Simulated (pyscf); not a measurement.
Thermochemistry of product channels of `[F][N][F]` [doublet] + `[OH2]` on the doublet surface, in eV, from CCSD(T)/def2-TZVPP + ΔMP2(QZVPP) energies (ideal gas, 1 atm, RRHO with modes under 100 cm⁻¹ raised to 100, one conformer, R ln 2 for rigid chiral ones). Single points on ωB97X-D3(BJ)/def2-SVP structures (PySCF, gas phase). Correlated levels are frozen-core, on RHF or UHF. ΔMP2 is the change of the MP2 total energy from the triple- to the quadruple-zeta basis.

| products | ΔE | ΔH(298 K) | ΔG(600 K) | ΔG(1200 K) |
|---|---|---|---|---|
| `[FH]` + `[N][F]` [triplet] + `[OH]` [doublet] | +2.19 | +2.05 | +1.25 | +0.41 |
| `[F][NH][F]` + `[O]` [triplet] + `[H]` [doublet] | … | +6.30 | +5.78 | … |

**Question.** Complete the blanks.

**Answer.** 
- `[F][NH][F]` + `[O]` [triplet] + `[H]` [doublet], ΔE: +6.49
- `[F][NH][F]` + `[O]` [triplet] + `[H]` [doublet], ΔG(1200 K): +5.19

These are energies of the channels, which say nothing of barriers. The CCSD(T) − MP2 part came from Ansatz, without density fitting, on the same reference. Left out: orbital degeneracy and the spin-orbit lowering of OH, O.
